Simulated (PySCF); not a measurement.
These are PBE-D3(BJ)/def2-TZVP in PySCF values and carry that method's errors. All species are isolated molecules in the gas phase. One relaxed conformer stands for a flexible species; it need not be the lowest. Excitations are Tamm–Dancoff values on a coarser integration grid. The basis has no diffuse functions, so Rydberg states are missing or too high.

Reference species (SMILES): `C(C=C)=C` (C–C–C–C torsion 180°) (neutral, multiplicity 1).

The HOMO–LUMO gap is 3.93 eV, the S1–T1 gap (TDA) is 3.05 eV and the S1 oscillator strength is 0.961.

Changed species: `C(=C)(F)C=C` (C–C–C–F torsion 0°) (X = fluoro; the reference has X = H).

Task: Predict the effect on the HOMO–LUMO gap, S1–T1 gap (TDA) and S1 oscillator strength.

Result: the HOMO–LUMO gap falls by 0.07 eV, to 3.86 eV; the S1–T1 gap (TDA) falls by 0.38 eV, to 2.67 eV; the S1 oscillator strength drops by 0.517, to 0.444.
